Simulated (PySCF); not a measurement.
# LiMg: one state, many levels of theory

State: ²Σ⁺ (doublet), unpaired electrons σ ↑. Set-up: PySCF, no relativity, basis sets Li cc-pVDZ, Mg cc-pVDZ. De refers to Li + Mg in their ground configurations, without counterpoise correction. The functionals are run spin-unrestricted. A positive dipole means Li(−)Mg(+). Levels whose curve was spin-contaminated or gave no clean fit are not listed.

| Level | Re (Å) | ωe (cm⁻¹) | De (eV) | μ (D) | CPU s a point (SCF and correlation, without the integrals) |
| --- | --- | --- | --- | --- | --- |
| ROHF-MP2 | 3.316 | 121 | 0.072 | n/a | 0.056 |
| ROHF-SCS-MP2 | 3.332 | 115 | 0.059 | n/a | n/a |
| ROHF-CCSD | 3.168 | 165 | 0.123 | n/a | n/a |
| ROHF-CCSD(T) | 3.137 | 176 | 0.147 | n/a | 1.3 |
| PBE | 3.072 | 204 | 0.310 | -0.67 | 0.29 |
| TPSS | 3.059 | 219 | 0.368 | -1.11 | 0.48 |
| r²SCAN | 3.093 | 204 | 0.341 | -1.34 | 0.43 |
| B3LYP | 3.112 | 183 | 0.187 | -0.52 | 0.33 |
| PBE0 | 3.087 | 201 | 0.279 | -0.88 | 0.46 |
| r²SCAN0 | 3.094 | 202 | 0.323 | -1.45 | 0.46 |
| LC-ωPBE | 3.074 | 204 | 0.239 | -1.53 | 0.44 |

The bond length runs from 3.059 Å (TPSS) to 3.332 Å (ROHF-SCS-MP2). De spans 0.06 eV (ROHF-SCS-MP2, perturbation theory) to 0.37 eV (TPSS, meta-GGA).

Correlated steps freeze 1 core orbital. The bond is weak. Basis-set superposition, not corrected here, can be much of De in a small basis, most of all at correlated wavefunction levels. Functionals without a dispersion term scatter widely for such bonds, and LDA overbinds them. The state is the lowest determinant that a PBE0 search found; another state may lie lower at other levels.

The whole job (state search and all levels along the bond) took about 1 min on 1 thread of Arm Neoverse V1 (shared host), peak memory 0.39 GiB.
